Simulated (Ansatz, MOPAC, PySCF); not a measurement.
Barrier height from CH3 (SMILES [CH3]) + H2 to the transition structure CH5, without zero-point energy, on the benchmark's geometries as Psi4's copy of the set gives them.
Transition structure (charge 0, multiplicity 2):
```tsv
atom	x (Å)	y (Å)	z (Å)
C	0.0000	0.2648	0.0000
H	1.0534	0.5167	0.0000
H	-0.5266	0.5170	0.9123
H	-0.5266	0.5170	-0.9123
H	-0.0003	-1.1178	0.0000
H	0.0001	-2.0218	0.0000
```
Reactant (charge 0, multiplicity 1):
```xyz
2

H      0.00000     0.00000     0.00000
H      0.74188     0.00000     0.00000
```

Open shells are unrestricted; no spin–orbit coupling.

The state that PM7 reach isn't checked; PM7 holds dispersion and hydrogen-bond terms.

The values were computed with Ansatz (Gaussian orbitals); MOPAC for PM7 (differences of heats of formation); PySCF for the dispersion terms. 

Task: One of these levels gives 8.40 kcal/mol for the barrier height. Which one is it?
A. CAM-B3LYP-D4/def2-TZVPPD
B. PM7
C. HF/cc-pVDZ
D. BLYP-D4/def2-TZVPPD

Result: A, CAM-B3LYP-D4/def2-TZVPPD. The others give 23.73 (PM7), 20.33 (HF/cc-pVDZ), 5.86 (BLYP-D4/def2-TZVPPD)

Ansatz is a first-principles code.
